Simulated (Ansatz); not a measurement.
Ca (fcc, Cu type): values from a third-order Birch-Murnaghan fit to a volume scan beside measured ones. Computed values: r2SCAN (plane waves to 500 eV, PAW, scalar-relativistic; Ansatz, an electronic-structure program). Ca was relaxed with its symmetry unable to fall. The PAW data are Ansatz's earlier set.

```json
[
 {"quantity": "Lattice constant a (Å)", "reference": "5.553", "kind": "measured, corrected to the static lattice"}
]
```

References as given in: Gábor I. Csonka, John P. Perdew, Adrienn Ruzsinszky et al., Physical Review B (2009), arXiv:0903.4037.

Task: Estimate the r2SCAN values and the sign and size of each difference.

Result: 
```
quantity                r2SCAN  difference
----------------------  ------  ----------
Lattice constant a (Å)   5.569      +0.3 %
```

For the lattice constant a it lies within 0.3 % of the reference.

(A scan under strain: stresses follow from slopes of the energy per volume, elastic moduli from its curvatures.)
